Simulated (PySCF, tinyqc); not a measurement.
Starting guesses with plain Roothaan steps: SCF starting guesses in the sto-3g basis, for H2O, spin multiplicity 1. Computed by the program tinyqc with PySCF. RHF with one setting changed at a time; a run stops when the energy changes by less than 1e-09 hartree and the error matrix is below 1e-5. Starts: the lowest orbitals of the core Hamiltonian, of the Wolfsberg-Helmholz matrix (K = 1.75), projected atomic densities, random orbitals, and the highest orbitals of the core Hamiltonian (a deliberately bad start).

Geometry (angstrom):

| atom | x | y | z |
|---|---|---|---|
| O | 0.0000 | 0.0000 | 0.0000 |
| H | 0.0000 | 1.0900 | 0.6510 |
| H | 0.0000 | -1.0900 | 0.6510 |

lowest restricted solution found by these runs and by PySCF = -74.839673 hartree

Largest element of the error matrix X^T (FDS - SDF) X:

| iteration | core | Wolfsberg-Helmholz | atomic densities | random | highest core orbitals |
|---|---|---|---|---|---|
| 1 | 4.5e-01 | 5.2e-01 | 7.0e-01 | 9.1e+00 | 3.1e-01 |
| 2 | 4.2e-01 | 1.4e-01 | 2.2e-01 | 3.7e-01 | 5.1e-01 |
| 3 | 2.1e-01 | 4.1e-02 | 6.1e-02 | 1.7e-01 | 3.6e-01 |
| 4 | 6.6e-02 | 1.3e-02 | 2.0e-02 | 8.3e-02 | 1.7e-01 |
| 5 | 3.0e-02 | 4.5e-03 | 6.1e-03 | 5.5e-02 | 5.4e-02 |
| 6 | 1.0e-02 | 2.1e-03 | 1.8e-03 | 3.4e-02 | 2.4e-02 |
| 8 | 2.1e-03 | 4.4e-04 | 1.9e-04 | 1.4e-02 | 4.1e-03 |
| 10 | 5.5e-04 | 1.1e-04 | 2.7e-05 | 5.5e-03 | 9.4e-04 |
| 14 | 4.8e-05 | 9.8e-06 | - | 8.9e-04 | 7.5e-05 |
| 20 | - | - | - | 5.8e-05 | - |

How each run ends:

| run | iterations | E (hartree) | state |
|---|---|---|---|
| core | 17 | -74.83967 | lowest found |
| Wolfsberg-Helmholz | 15 | -74.83967 | lowest found |
| atomic densities | 12 | -74.83967 | lowest found |
| random | 25 | -74.83967 | lowest found |
| highest core orbitals | 18 | -74.83967 | lowest found |

What does the comparison show, and why?

5 of 5 runs reach the lowest restricted solution found, in 12 to 25 iterations (fastest: atomic densities). The first errors are 5e-01, 5e-01, 7e-01, 9e+00, 3e-01; the deliberately bad start has the smallest one, so a small first error does not mark a good start. The restricted reference is unstable here: a spin-polarised solution lies 0.0014 hartree lower (PySCF), so results built on it describe a poor reference.
